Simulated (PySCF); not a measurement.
# FCI/STO-3G run of PH3F+ (SMILES F[PH3+])

Aim: the vertical singlet–triplet gap of PH3F+ at FCI/STO-3G, from 2 runs. 

The results are computed with PySCF 2.14.0.

23 further runs of the same task are left out: 9 that didn't finish, 14 set aside as unsound or not needed.

## 1. Starting point

The species is PH3F+ (5 atoms), meant as a singlet with charge +1. As SMILES, `F[PH3+]`. Geometry: relaxed at GFN2-xTB.

Bond lengths: F1–P2 1.558 Å, P2–H3 1.382 Å, P2–H4 1.383 Å, P2–H5 1.383 Å. Angles: F1–P2–H3 102.8°, F1–P2–H4 102.8°, F1–P2–H5 102.8°, H3–P2–H4 115.3°, H3–P2–H5 115.3°, H4–P2–H5 115.3°.

## 2. The energy at FCI/STO-3G

Input file calc.py:

```python
from pyscf import gto, scf, mcscf
from pyscf import fci

mol = gto.Mole()
mol.atom = '''
F     -2.580402     0.473187     0.644586
P      0.231662    -0.042292    -0.057977
H      0.072150    -0.809974    -2.549940
H      0.918653    -1.905392     1.640528
H      1.357938     2.284471     0.322822
'''
mol.unit = 'bohr'
mol.charge = 1
mol.verbose = 4
mol.basis = 'sto-3g'
mol.max_memory = 1860
mol.build()

mf = scf.RHF(mol)
mf.conv_tol = 1e-10
mf.kernel()
if not mf.converged:
    mf = mf.newton().run(mf.mo_coeff, mf.mo_occ)

cas = mcscf.CASCI(mf, mf.mo_coeff.shape[-1] - 6, (mol.nelec[0] - 6, mol.nelec[1] - 6))  # full CI above the frozen core
cas.fcisolver = fci.direct_spin0.FCI(mol)  # even spin states alone
cas.kernel()
print('<S^2> = %.4f' % cas.fcisolver.spin_square(cas.ci, cas.ncas, cas.nelecas)[0])
e_final = cas.e_tot
print(f'total energy: {e_final:.8f} hartree')
```

The run is started by

```sh
$ OMP_NUM_THREADS=1 python calc.py
```

The program printed:

```text
PySCF version 2.14.0

[INPUT] num. atoms = 5
[INPUT] num. electrons = 26
[INPUT] charge = 1
[INPUT] spin (= nelec alpha-beta = 2S) = 0
[INPUT] symmetry False subgroup None
[INPUT] Mole.unit = bohr
[INPUT] Symbol           X                Y                Z      unit          X                Y                Z       unit  Magmom
[INPUT]  1 F     -1.365489933412   0.250399776904   0.341100221678 AA   -2.580402000000   0.473187000000   0.644586000000 Bohr   0.0
[INPUT]  2 P      0.122590251036  -0.022379962604  -0.030680107158 AA    0.231662000000  -0.042292000000  -0.057977000000 Bohr   0.0
[INPUT]  3 H      0.038180135768  -0.428619782238  -1.349370137213 AA    0.072150000000  -0.809974000000  -2.549940000000 Bohr   0.0
[INPUT]  4 H      0.486130232343  -1.008290024269   0.868130031476 AA    0.918653000000  -1.905392000000   1.640528000000 Bohr   0.0
[INPUT]  5 H      0.718589843442   1.208889992208   0.170830045584 AA    1.357938000000   2.284471000000   0.322822000000 Bohr   0.0

nuclear repulsion = 69.9709102249285
number of shells = 11
number of NR pGTOs = 51
number of NR cGTOs = 17
basis = sto-3g
ecp = {}

******** <class 'pyscf.scf.hf.RHF'> ********
method = RHF
initial guess = minao
damping factor = 0
level_shift factor = 0
DIIS = <class 'pyscf.scf.diis.CDIIS'>
diis_start_cycle = 1
diis_space = 8
diis_damp = 0
SCF conv_tol = 1e-10
SCF conv_tol_grad = None
SCF max_cycles = 50
direct_scf = True
direct_scf_tol = 1e-13
Set gradient conv threshold to 1e-05
Initial guess from minao.
init E= -436.555509791602
  HOMO = -0.463572818275351  LUMO = 0.22829784559892  gap/eV = 18.82676
cycle= 1 E= -436.365511481727  delta_E= 0.19  |g|= 0.392  |ddm|= 2.33
  HOMO = -0.614913183645756  LUMO = 0.0146779752660725  gap/eV = 17.13205
cycle= 2 E= -436.442227714227  delta_E= -0.0767  |g|= 0.0859  |ddm|= 0.843
  HOMO = -0.732453084028634  LUMO = 0.0608329571106446  gap/eV = 21.58641
cycle= 3 E= -436.445280439072  delta_E= -0.00305  |g|= 0.0238  |ddm|= 0.145
  HOMO = -0.740183892996058  LUMO = 0.0652741059136966  gap/eV = 21.91763
cycle= 4 E= -436.445728325146  delta_E= -0.000448  |g|= 0.00248  |ddm|= 0.0785
  HOMO = -0.741857754185455  LUMO = 0.0646300593275822  gap/eV = 21.94565
cycle= 5 E= -436.445732414561  delta_E= -4.09e-06  |g|= 0.000295  |ddm|= 0.00716
  HOMO = -0.741750942742861  LUMO = 0.0647188482115389  gap/eV = 21.94516
cycle= 6 E= -436.445732459979  delta_E= -4.54e-08  |g|= 2.93e-05  |ddm|= 0.000644
  HOMO = -0.741771757188435  LUMO = 0.0647114289521263  gap/eV = 21.94553
cycle= 7 E= -436.445732460444  delta_E= -4.66e-10  |g|= 2.54e-06  |ddm|= 6.57e-05
  HOMO = -0.741771853099105  LUMO = 0.064711519643579  gap/eV = 21.94553
cycle= 8 E= -436.445732460449  delta_E= -4.38e-12  |g|= 1.16e-07  |ddm|= 7.21e-06
  HOMO = -0.741771874642979  LUMO = 0.0647115075400482  gap/eV = 21.94553
Extra cycle  E= -436.445732460449  delta_E= -5.68e-14  |g|= 3e-08  |ddm|= 2.39e-07
converged SCF energy = -436.445732460449

******** <class 'pyscf.mcscf.casci.CASCI'> ********
CAS (7e+7e, 11o), ncore = 6, nvir = 0
natorb = False
canonicalization = True
sorting_mo_energy = False
******** <class 'pyscf.fci.direct_spin0.FCISolver'> ********
max. cycles = 100
conv_tol = 1e-10
davidson only = False
linear dependence = 1e-14
level shift = 0.001
max iter space = 12
nroots = 1
pspace_size = 400
spin = None
Density matrix diagonal elements [1.99698068 1.98576164 1.98075988 1.98075616 1.95910616 1.98423412
 1.98422013 0.03516528 0.03950017 0.02676607 0.02674972]
CASCI converged
CASCI E = -436.534524028208  E(CI) = -54.2998672193082  S^2 = 0.0000000
<S^2> = 0.0000
total energy: -436.53452403 hartree
```

Wall time 1.9 s (1 thread of Arm Neoverse V1, shared host); peak memory 0.14 GiB.

## 3. The triplet at the same level

Input file input.py:

```python
from pyscf import gto, scf, mcscf

molecule = gto.M(
    atom='''
F       -1.365490       0.250400       0.341100
P        0.122590      -0.022380      -0.030680
H        0.038180      -0.428620      -1.349370
H        0.486130      -1.008290       0.868130
H        0.718590       1.208890       0.170830
''',
    spin=2,
    charge=1,
    basis='sto-3g',
    max_memory=1860,
    verbose=4,
)

myscf = scf.ROHF(molecule)
myscf.conv_tol = 1e-10
myscf.kernel()
if not myscf.converged:
    myscf = myscf.newton().run(myscf.mo_coeff, myscf.mo_occ)

cas = mcscf.CASCI(myscf, myscf.mo_coeff.shape[-1] - 6, (molecule.nelec[0] - 6, molecule.nelec[1] - 6))  # full CI above the frozen core
cas.fix_spin_(ss=2.0)
cas.kernel()
energy = cas.e_tot
print('Final energy', energy)
```

The run is started by

```sh
$ OMP_NUM_THREADS=1 python input.py
```

The program printed:

```text
PySCF version 2.14.0

[INPUT] num. atoms = 5
[INPUT] num. electrons = 26
[INPUT] charge = 1
[INPUT] spin (= nelec alpha-beta = 2S) = 2
[INPUT] symmetry False subgroup None
[INPUT] Mole.unit = angstrom
[INPUT] Symbol           X                Y                Z      unit          X                Y                Z       unit  Magmom
[INPUT]  1 F     -1.365490000000   0.250400000000   0.341100000000 AA   -2.580402125832   0.473187421591   0.644585581089 Bohr   0.0
[INPUT]  2 P      0.122590000000  -0.022380000000  -0.030680000000 AA    0.231661525610  -0.042292070668  -0.057976797502 Bohr   0.0
[INPUT]  3 H      0.038180000000  -0.428620000000  -1.349370000000 AA    0.072149743436  -0.809974411511  -2.549939740704 Bohr   0.0
[INPUT]  4 H      0.486130000000  -1.008290000000   0.868130000000 AA    0.918652560935  -1.905391954138   1.640527940519 Bohr   0.0
[INPUT]  5 H      0.718590000000   1.208890000000   0.170830000000 AA    1.357938295851   2.284471014725   0.322821913859 Bohr   0.0

nuclear repulsion = 69.9709160987918
number of shells = 11
number of NR pGTOs = 51
number of NR cGTOs = 17
basis = sto-3g
ecp = {}

******** <class 'pyscf.scf.rohf.ROHF'> ********
method = ROHF
initial guess = minao
damping factor = 0
level_shift factor = 0
DIIS = <class 'pyscf.scf.diis.CDIIS'>
diis_start_cycle = 1
diis_space = 8
diis_damp = 0
SCF conv_tol = 1e-10
SCF conv_tol_grad = None
SCF max_cycles = 50
direct_scf = True
direct_scf_tol = 1e-13
num. doubly occ = 12  num. singly occ = 2
Set gradient conv threshold to 1e-05
init E= -436.555510138803
  HOMO = 0.228298003442881  LUMO = 0.312902221498119  gap/eV = 2.30220
cycle= 1 E= -435.912007287812  delta_E= 0.644  |g|= 0.304  |ddm|=  2.2
  HOMO = -0.0689199772586427  LUMO = 0.119548181936593  gap/eV = 5.12848
cycle= 2 E= -435.982253138243  delta_E= -0.0702  |g|= 0.472  |ddm|= 1.54
  HOMO = -0.0878487435966726  LUMO = 0.12574469367295  gap/eV = 5.81217
cycle= 3 E= -436.095267753089  delta_E= -0.113  |g|= 0.171  |ddm|= 0.87
  HOMO = -0.102922455746668  LUMO = 0.153770705966466  gap/eV = 6.98498
cycle= 4 E= -436.14613474468  delta_E= -0.0509  |g|= 0.074  |ddm|= 0.775
  HOMO = -0.108902042023211  LUMO = 0.154433842422603  gap/eV = 7.16573
cycle= 5 E= -436.152282862414  delta_E= -0.00615  |g|= 0.0347  |ddm|= 0.443
  HOMO = -0.11324404033409  LUMO = 0.15933604631827  gap/eV = 7.41728
cycle= 6 E= -436.154395872149  delta_E= -0.00211  |g|= 0.0208  |ddm|= 0.269
  HOMO = -0.108340188582893  LUMO = 0.154792219714689  gap/eV = 7.16020
cycle= 7 E= -436.154573172162  delta_E= -0.000177  |g|= 0.017  |ddm|= 0.139
  HOMO = -0.109286811464735  LUMO = 0.156248876397438  gap/eV = 7.22559
cycle= 8 E= -436.155288185556  delta_E= -0.000715  |g|= 0.00239  |ddm|= 0.0922
  HOMO = -0.109860824938615  LUMO = 0.156686755770634  gap/eV = 7.25313
cycle= 9 E= -436.155302305162  delta_E= -1.41e-05  |g|= 0.000251  |ddm|= 0.0154
  HOMO = -0.10993124392186  LUMO = 0.156722469428321  gap/eV = 7.25602
cycle= 10 E= -436.155302172852  delta_E= 1.32e-07  |g|= 0.000325  |ddm|= 0.00188
  HOMO = -0.109876937030851  LUMO = 0.156674584061591  gap/eV = 7.25324
cycle= 11 E= -436.155302421747  delta_E= -2.49e-07  |g|= 3.35e-05  |ddm|= 0.00164
  HOMO = -0.109879854289203  LUMO = 0.156679635191084  gap/eV = 7.25345
cycle= 12 E= -436.155302425196  delta_E= -3.45e-09  |g|= 2.2e-05  |ddm|= 0.00015
  HOMO = -0.109881053852023  LUMO = 0.156680429249248  gap/eV = 7.25351
cycle= 13 E= -436.155302426764  delta_E= -1.57e-09  |g|= 1.53e-05  |ddm|= 8.13e-05
  HOMO = -0.109880188487876  LUMO = 0.156678992064687  gap/eV = 7.25344
cycle= 14 E= -436.155302428395  delta_E= -1.63e-09  |g|= 5.42e-06  |ddm|= 0.000127
  HOMO = -0.109880267440175  LUMO = 0.156679173246781  gap/eV = 7.25345
cycle= 15 E= -436.155302428603  delta_E= -2.08e-10  |g|= 2.23e-06  |ddm|= 6.11e-05
  HOMO = -0.10988011922134  LUMO = 0.156679117532418  gap/eV = 7.25345
cycle= 16 E= -436.155302428622  delta_E= -1.94e-11  |g|= 1.79e-06  |ddm|= 9.88e-06
  HOMO = -0.109880148409175  LUMO = 0.156679154166587  gap/eV = 7.25345
Extra cycle  E= -436.155302428636  delta_E= -1.36e-11  |g|= 1.59e-06  |ddm|= 6.2e-06
converged SCF energy = -436.155302428636

******** <class 'pyscf.mcscf.casci.CASCI'> ********
CAS (8e+6e, 11o), ncore = 6, nvir = 0
natorb = False
canonicalization = True
sorting_mo_energy = False
******** <class 'pyscf.fci.addons.SpinPenaltyFCISolver'> ********
max. cycles = 200
conv_tol = 1e-08
davidson only = True
linear dependence = 1e-12
level shift = 0.001
max iter space = 12
nroots = 1
pspace_size = 400
spin = None
Density matrix diagonal elements [1.99926891 1.9900575  1.99722215 1.98258003 1.96211698 1.96962059
 1.00936173 0.99609148 0.04357488 0.02473788 0.02536788]
CASCI converged
CASCI E = -436.219480573283  E(CI) = -53.9870739797753  S^2 = 2.0000000
Final energy -436.21948057328314
```

Run time: 2.3 s. Hardware: 1 thread of Arm Neoverse V1, shared host; peak memory 0.13 GiB.

## 4. Outcome

Level: FCI/STO-3G, 6 core orbitals frozen.

```
                                            quantity          value
                               singlet: total energy  -436.53452 Eh
        singlet: HOMO energy (Hartree–Fock orbitals)      -20.18 eV
        singlet: LUMO energy (Hartree–Fock orbitals)        1.76 eV
      singlet: HOMO–LUMO gap (Hartree–Fock orbitals)       21.95 eV
singlet: correlation energy (6 core orbitals frozen)      -88.8 mEh
                               triplet: total energy  -436.21948 Eh
triplet: correlation energy (6 core orbitals frozen)      -64.2 mEh
    vertical energy of the triplet above the singlet       8.573 eV
```

At this shape the triplet lies 8.57 eV (198 kcal/mol) above the singlet. In a minimal basis such a difference can be off by several eV, whatever the method. Mulliken charges (singlet) of the mean-field density run from -0.17 on F1 to +0.92 on P2; they depend strongly on the basis.
